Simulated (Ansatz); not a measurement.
# C₂HNa (SMILES C#[C][Na]): a relaxed scan of the bond length C1–C2

How does the energy rise as the bond length C1–C2 leaves its equilibrium value, and do density functionals follow CCSD(T)? At each value the rest of the molecule is relaxed at PBE0-D4 with the distance held.

The runs use Ansatz 0.2.0, Gaussian basis; single points in def2-TZVPP.

Levels: PBE-D4, r2SCAN-D4, PBE0-D4, B3LYP-D4, wB97M-V, Hartree-Fock, MP2, CCSD, CCSD(T). The scan takes 1.100, 1.124, 1.160, 1.202, 1.249, 1.299, 1.352, 1.408, 1.466 Å.

Cores are frozen in the correlated methods. The outer core shell of Li, Na, Mg and K is correlated. B3LYP uses VWN-RPA correlation.

10 further runs of the same task are left out: 10 set aside as unsound or not needed.

## 1. The starting structure

The minimum, relaxed at PBE0-D4: SMILES `C#[C][Na]`, 4 atoms, charge 0, spin multiplicity 1.

Atoms are counted from 1 here; the program's logs count them from 0.

Bond lengths: C1–C2 1.222 Å, C1–H4 1.067 Å, C2–Na3 2.213 Å. Angles: C2–C1–H4 180.0°, C1–C2–Na3 180.0°.

Coordinates:

```
C    -0.0686    0.8695   -0.1314
C     0.0439   -0.3352    0.0404
Na    0.2474   -2.5166    0.3516
H    -0.1673    1.9218   -0.2810
```

Energies of the minimum (eV), from earlier single points: PBE-D4 -6499.03820, r2SCAN-D4 -6502.81961, PBE0-D4 -6499.49383, B3LYP-D4 -6505.55372, wB97M-V -6503.85288, CCSD(T) -6493.58780.

At the minimum the bond length C1–C2 is 1.222 Å.

## 2. C1–C2 = 1.100 Å

File relax/in.yaml:

```yaml
crystal:
  periodic: [false, false, false]
  atoms:
    - {symbol: C, position_ang: [-0.068551, 0.869525, -0.131389]}
    - {symbol: C, position_ang: [0.032702, -0.214840, 0.023203]}
    - {symbol: Na, position_ang: [0.236196, -2.396259, 0.334495]}
    - {symbol: H, position_ang: [-0.167315, 1.921801, -0.281012]}
basis:
  gaussian: {orbitals: def2-TZVP}
hamiltonian: {xc: pbe0, dispersion: d4}
relax: {f_tol: 0.005, max_steps: 200, constraints: [{distance: [0, 1]}]}
```

No record of the launch command was kept for these runs.

After this run come: C1–C2 = 1.124 Å; C1–C2 = 1.160 Å; C1–C2 = 1.202 Å; C1–C2 = 1.249 Å; C1–C2 = 1.299 Å; C1–C2 = 1.352 Å; C1–C2 = 1.408 Å; C1–C2 = 1.466 Å.

Before running it: what results should come out? Wanted: highest point, CCSD(T); lowest point, CCSD(T); minimum along the scan, CCSD(T); RMS deviation from CCSD(T); largest T1 diagnostic.

As calculated:

```
                       quantity                                                                                                                      value
         highest point, CCSD(T)                                                                                                        1.494 eV at 1.466 Å
          lowest point, CCSD(T)                                                                                                       -0.001 eV at 1.249 Å
minimum along the scan, CCSD(T)                                                                                                                    1.236 Å
                curvature there                                                                                                                 88.7 eV/Å²
     RMS deviation from CCSD(T)  PBE-D4 0.039, r2SCAN-D4 0.119, PBE0-D4 0.169, B3LYP-D4 0.166, wB97M-V 0.210, Hartree-Fock 0.399, MP2 0.045, CCSD 0.092 eV
          largest T1 diagnostic                                                                                                                      0.019
```

What this shows: A polynomial through the near points puts the CCSD(T) minimum 0.014 Å above the PBE0-D4 value. It is steeper on the short side than on the long one. Curvature against CCSD(T): PBE-D4 +1 %, Hartree-Fock +22 %. The curve of PBE-D4 lies nearest to CCSD(T), that of Hartree-Fock farthest. The restricted Hartree–Fock reference is unstable towards an unrestricted one at one or more of these structures.
